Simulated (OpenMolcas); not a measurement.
SiH4O (silanol): the HOMO–LUMO gap, rung by rung

SiH4O has 6 atoms, charge 0, and is taken as a singlet. As SMILES, `O[SiH3]`. The coordinates come from a PBE0-D4/def2-TZVP relaxation.

Quantity: the HOMO–LUMO gap, in eV. The values are calculated.

```tsv
level	kind	program	value (eV)	CPU time
SVWN5/cc-pVTZ	LDA	OpenMolcas	6.34	62 s
BLYP/cc-pVTZ	GGA	OpenMolcas	6.46	69 s
M06-L/cc-pVTZ	meta-GGA	OpenMolcas	7.55	86 s
TPSS/cc-pVTZ	meta-GGA	OpenMolcas	6.91	100 s
r2SCAN/cc-pVTZ	meta-GGA	OpenMolcas	7.37	97 s
B3LYP/cc-pVTZ	global hybrid	OpenMolcas	8.41	59 s
M06-2X/cc-pVTZ	hybrid meta-GGA	OpenMolcas	11.14	60 s
PBE0/cc-pVTZ	global hybrid	OpenMolcas	8.91	59 s
```

The values span 6.34 to 11.14 eV. Orbital gaps aren't excitation energies; they tend to grow with the share of exact exchange. CPU times are rough (shared hosts, several kinds of processor): they show what a rung costs within a factor of a few.
